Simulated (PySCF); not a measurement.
Species: isothiazole, C₃H₃NS.
SMILES: `c1cnsc1`

Linear response at CAM-B3LYP/def2-SVPD (PySCF, frozen core in the response, non-relativistic). Isolated species at its PBE0-D3(BJ)/def2-SVP geometry, gas phase.

Static isotropic polarisability: 56.58 au (8.38 Å³), principal values 38.1, 60.6, 71.0 au.

Task: What is the polarisability at 1064 nm and at the sodium D line?

Result: 57.17 au at 1064 nm (+1.0 %), 58.60 au at 589.3 nm (+3.6 %). The rise at 589.3 nm is 3.42 times that at 1064 nm; a pure ω² law gives 3.26. The lowest singlet lies at 216 nm, shorter than both wavelengths.

Task: What is the isotropic C6 coefficient between two such molecules, C6 = (3/π)∫α(iω)² dω?

Result: 1246 au (Eh·bohr⁶) by a ten-point quadrature over imaginary frequencies, which is 745 eV·Å⁶ or 71.8 J·nm⁶/mol.

Task: Which effective excitation energy ω̄ makes London's formula C6 = (3/4)α²ω̄ exact here?

Result: ω̄ = 4·C6/(3α²) = 0.519 Eh = 14.1 eV. A one-pole form α(ω) = α/(1 − ω²/ω̄²) fitted to the 1064 nm value gives 11.5 eV. London's choice of the ionisation energy (9.81 eV, ΔSCF at the same level) gives C6 = 865 au, 31 % too low.

Task: How anisotropic is the static polarisability, by Δα² = ½[(α1 − α2)² + (α2 − α3)² + (α3 − α1)²]?

Result: Δα = 29.1 au, or 0.51 of the isotropic value.

Task: How many electrons N does the Slater–Kirkwood formula C6 = (3/4)·√N·α^(3/2) need to give this C6?

Result: N = (4·C6/3)²/α³ = 15.2; the species has 44 electrons in all.

Task: What three-body coefficient follows from the one-pole estimate C9 = (3/4)·α·C6?

Result: 52900 au. This is an estimate from the two numbers above, not a computed integral.

Task: What does −C6/R⁶ come to at R = 12 Å between centres?

Result: -24 J/mol. This is the leading, orientation-averaged term; C8 and higher terms are left out.

Task: What n − 1 at the D line would an ideal gas of it have at 273.15 K and 1 atm (2.6868 × 10¹⁹ cm⁻³), by n − 1 = 2π·N·α′?

Result: 14.66 × 10⁻⁴, a formal value whether or not that pressure can be reached.
